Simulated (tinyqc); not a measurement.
UHF in the sto-3g basis, for LiH, spin multiplicity 3, step by step (part 3 of 3). Computed by tinyqc, a small Python program that keeps every step (integrals from PySCF). Command: `OMP_NUM_THREADS=1 python tinyqc.py 23215 23216 out.jsonl` (the two numbers bound the seeds that draw the settings). One thread of a shared host (Intel(R) Xeon(R) Processor @ 2.60GHz), about 0.09 s of CPU time with the checks.

Geometry (angstrom):
```
atom         x         y         z
Li    0.000000  0.000000  0.000000
H     0.000000  0.000000  1.519000
```

## Iteration 7 (converged): orbitals

converged F(alpha) (hartree), order 1Li 1s, 1Li 2s, 1Li 2px, 1Li 2py, 1Li 2pz, 2H 1s:
```
[[-2.363480, -0.638189, 0.000000, 0.000000, -0.013950, -0.224243],
 [-0.638189, -0.384834, 0.000000, 0.000000, -0.058404, -0.353482],
 [0.000000, 0.000000, 0.128992, 0.000000, 0.000000, 0.000000],
 [0.000000, 0.000000, 0.000000, 0.128992, 0.000000, 0.000000],
 [-0.013950, -0.058404, 0.000000, 0.000000, -0.146290, -0.405274],
 [-0.224243, -0.353482, 0.000000, 0.000000, -0.405274, -0.602280]]
```

converged F(beta) (hartree), order 1Li 1s, 1Li 2s, 1Li 2px, 1Li 2py, 1Li 2pz, 2H 1s:
```
[[-2.330930, -0.641117, 0.000000, 0.000000, -0.013707, -0.221499],
 [-0.641117, -0.090582, 0.000000, 0.000000, -0.074624, -0.114184],
 [0.000000, 0.000000, 0.189723, 0.000000, 0.000000, 0.000000],
 [0.000000, 0.000000, 0.000000, 0.189723, 0.000000, 0.000000],
 [-0.013707, -0.074624, 0.000000, 0.000000, 0.161745, -0.062366],
 [-0.221499, -0.114184, 0.000000, 0.000000, -0.062366, 0.112180]]
```

X, order 1Li 1s, 1Li 2s, 1Li 2px, 1Li 2py, 1Li 2pz, 2H 1s:
```
[[1.022986, -0.127084, 0.000000, 0.000000, -0.002391, 0.000754],
 [-0.127084, 1.123110, 0.000000, 0.000000, 0.126562, -0.301575],
 [0.000000, 0.000000, 1.000000, 0.000000, 0.000000, 0.000000],
 [0.000000, 0.000000, 0.000000, 1.000000, 0.000000, 0.000000],
 [-0.002391, 0.126562, 0.000000, 0.000000, 1.159655, -0.381191],
 [0.000754, -0.301575, 0.000000, 0.000000, -0.381191, 1.259062]]
```

Diagonalise F' = X^T F X, C = X C', fill 3 alpha and 1 beta electrons from the bottom; D(s) = C_occ C_occ^T. Each column has its largest component positive (the first on a tie).

F' = X^T F X (alpha) (hartree):
```
[[-2.313909, -0.326856, 0.000000, 0.000000, -0.008633, -0.048610],
 [-0.326856, -0.161490, 0.000000, 0.000000, 0.105995, -0.239362],
 [0.000000, 0.000000, 0.128992, 0.000000, 0.000000, 0.000000],
 [0.000000, 0.000000, 0.000000, 0.128992, 0.000000, 0.000000],
 [-0.008633, 0.105995, 0.000000, 0.000000, 0.084898, -0.355727],
 [-0.048610, -0.239362, 0.000000, 0.000000, -0.355727, -0.367118]]
```

orbital energies (alpha) (hartree): [-2.365981, -0.609610, -0.153388, 0.128992, 0.128992, 0.371360]

coefficients C (alpha), order 1Li 1s, 1Li 2s, 1Li 2px, 1Li 2py, 1Li 2pz, 2H 1s:
```
[[0.991170, -0.126235, -0.234426, 0.000000, 0.000000, -0.096695],
 [0.031517, 0.143573, 0.931188, 0.000000, 0.000000, 0.704112],
 [0.000000, 0.000000, 0.000000, -0.119568, 0.992826, 0.000000],
 [0.000000, 0.000000, 0.000000, 0.992826, 0.119568, 0.000000],
 [0.004126, 0.167128, -0.446848, 0.000000, 0.000000, 1.130712],
 [0.007732, 0.843669, -0.167335, 0.000000, 0.000000, -1.040026]]
```

F' = X^T F X (beta) (hartree):
```
[[-2.274384, -0.367610, 0.000000, 0.000000, -0.001044, -0.072278],
 [-0.367610, 0.088260, 0.000000, 0.000000, 0.005894, -0.163942],
 [0.000000, 0.000000, 0.189723, 0.000000, 0.000000, 0.000000],
 [0.000000, 0.000000, 0.000000, 0.189723, 0.000000, 0.000000],
 [-0.001044, 0.005894, 0.000000, 0.000000, 0.276662, -0.223441],
 [-0.072278, -0.163942, 0.000000, 0.000000, -0.223441, 0.322393]]
```

orbital energies (beta) (hartree): [-2.333774, -0.001097, 0.187647, 0.189723, 0.189723, 0.560156]

coefficients C (beta), order 1Li 1s, 1Li 2s, 1Li 2px, 1Li 2py, 1Li 2pz, 2H 1s:
```
[[0.991001, -0.199685, -0.193849, 0.000000, 0.000000, 0.055878],
 [0.034993, 0.576468, 0.815786, 0.000000, 0.000000, -0.620843],
 [0.000000, 0.000000, 0.000000, -0.246698, 0.969092, 0.000000],
 [0.000000, 0.000000, 0.000000, 0.969092, 0.246698, 0.000000],
 [0.006678, 0.402093, -0.561163, 0.000000, 0.000000, -1.014645],
 [-0.000403, 0.407788, -0.270864, 0.000000, 0.000000, 1.257710]]
```

D(alpha) after iteration 7, order 1Li 1s, 1Li 2s, 1Li 2px, 1Li 2py, 1Li 2pz, 2H 1s:
```
[[1.053308, -0.205180, 0.000000, 0.000000, 0.087744, -0.059609],
 [-0.205180, 0.888718, 0.000000, 0.000000, -0.391974, -0.034448],
 [0.000000, 0.000000, 0.000000, 0.000000, 0.000000, 0.000000],
 [0.000000, 0.000000, 0.000000, 0.000000, 0.000000, 0.000000],
 [0.087744, -0.391974, 0.000000, 0.000000, 0.227622, 0.215806],
 [-0.059609, -0.034448, 0.000000, 0.000000, 0.215806, 0.739838]]
```

D(beta) after iteration 7, order 1Li 1s, 1Li 2s, 1Li 2px, 1Li 2py, 1Li 2pz, 2H 1s:
```
[[0.982084, 0.034678, 0.000000, 0.000000, 0.006618, -0.000400],
 [0.034678, 0.001225, 0.000000, 0.000000, 0.000234, -0.000014],
 [0.000000, 0.000000, 0.000000, 0.000000, 0.000000, 0.000000],
 [0.000000, 0.000000, 0.000000, 0.000000, 0.000000, 0.000000],
 [0.006618, 0.000234, 0.000000, 0.000000, 0.000045, -0.000003],
 [-0.000400, -0.000014, 0.000000, 0.000000, -0.000003, 0.000000]]
```

Within a degenerate level the vectors are fixed only up to a rotation; this is one choice.

## Convergence

Stop when the energy changes by less than 1e-10 hartree and every element of the error matrix X^T (F D S - S D F) X (for each spin) is below 3e-06.

Course of the cycle:
```
iteration  E (hartree)     change  largest element of the error matrix
1          -7.72955846          -                             1.10e-01
2          -7.75744088  -2.79e-02                             4.10e-02
3          -7.76164871  -4.21e-03                             2.66e-03
4          -7.76168165  -3.29e-05                             6.50e-04
5          -7.76168359  -1.94e-06                             5.75e-05
6          -7.76168361  -1.67e-08                             7.36e-07
7          -7.76168361  -3.84e-13                             1.16e-08
```

PySCF UHF in the same basis, after a stability check = -7.76168361 hartree

Converged in 7 iterations.

## Populations, bond orders and dipole

overlap S, order 1Li 1s, 1Li 2s, 1Li 2px, 1Li 2py, 1Li 2pz, 2H 1s:
```
[[1.000000, 0.241137, 0.000000, 0.000000, 0.000000, 0.079020],
 [0.241137, 1.000000, 0.000000, 0.000000, 0.000000, 0.415521],
 [0.000000, 0.000000, 1.000000, 0.000000, 0.000000, 0.000000],
 [0.000000, 0.000000, 0.000000, 1.000000, 0.000000, 0.000000],
 [0.000000, 0.000000, 0.000000, 0.000000, 1.000000, 0.527130],
 [0.079020, 0.415521, 0.000000, 0.000000, 0.527130, 1.000000]]
```

Mulliken: Z minus the diagonal of D S on the atom; Loewdin: the same with S^(1/2) D S^(1/2); Mayer order: 2 sum_s sum (D(s) S)_ij (D(s) S)_ji over the two atoms.

Charges (e):
```
atom   Mulliken    Loewdin  Mulliken spin
1Li   -0.165467  -0.245969       1.165390
2H     0.165467   0.245969       0.834610
```

Mayer bond orders:
```
pair     order
2-1   0.276046
```

dipole moment about the origin, x y z (debye): [0.000000, 0.000000, 4.032343]

<S^2> of the determinant (pure state: 2) = 2.000013
